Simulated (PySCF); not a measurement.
# SiCl+: bond curves at several levels of theory

The task here is to estimate one member of a computed series from the others.

The runs use PySCF 2.14.0; Si def2-SVP, Cl def2-SVP, no relativity.

Set-up of the first run:

The job is set up so:

* atoms: Si, Cl
* charge: 1
* basis: Si def2-SVP, Cl def2-SVP
* Hamiltonian: no relativity
* basis functions: 36
* electrons treated: 30
* masses in u: 27.9769, 34.9689
* levels: PBE0, PBE, r²SCAN, M06-2X, B3LYP, M06-L, LC-ωPBE, HF, MP2, SCS-MP2, CCSD, CCSD(T)
* grid: 80 radial by 434 angular points
* occupations: held fixed by the projection of orbital angular momentum
* dissociation limit: Si+ + Cl, each in its ground configuration
* starting distance in angstrom: 2.185
* values of 2S to try: 0, 2

On the command line:

```console
> OMP_NUM_THREADS=1 python dia.py task.json out
```

Steps of the session up to this table: Input; The PBE0 curve of the state that the search chose; Higher solutions at PBE0; PBE; r²SCAN (meta-GGA); M06-2X (hybrid meta-GGA); B3LYP; M06-L (meta-GGA); LC-ωPBE; RHF (mean field); Correlated methods on the Hartree–Fock reference.

One of the session's tables, all rows but one given; the rest of the session is left out.

It belongs to the step «The curves together». Energy (eV) from each level's lowest point:

```
R (Å)    RHF  RHF-MP2  RHF-SCS-MP2  RHF-CCSD  RHF-CCSD(T)
1.701  1.432    1.463        1.471       n/a          n/a
1.780  0.609    0.627        0.633     0.632        0.660
1.859      ?        ?            ?         ?            ?
1.919  0.025    0.029        0.031     0.031        0.040
1.978  0.000    0.000        0.000     0.000        0.000
2.037  0.066    0.063        0.061     0.060        0.051
2.116  0.259    0.254        0.247     0.246        0.222
2.215  0.614    0.607        0.595     0.591        0.547
2.334  1.137    1.128        1.107     1.098        1.026
2.492  1.901    1.889        1.851       n/a          n/a
```

Estimate the missing values for R (Å) = 1.859.

Worked estimate for «RHF». A straight line through the neighbours (1.780, 0.609) and (1.919, 0.025) gives 0.609 + (0.025 − 0.609) × (1.859 − 1.780) / (1.919 − 1.780) = 0.277; a parabola fitted to 4 rows on both sides gives 0.153.

As computed: RHF: 0.170; RHF-MP2: 0.178; RHF-SCS-MP2: 0.182; RHF-CCSD: 0.182; RHF-CCSD(T): 0.200. In «RHF» the line misses by +0.107 and the parabola by -0.017.
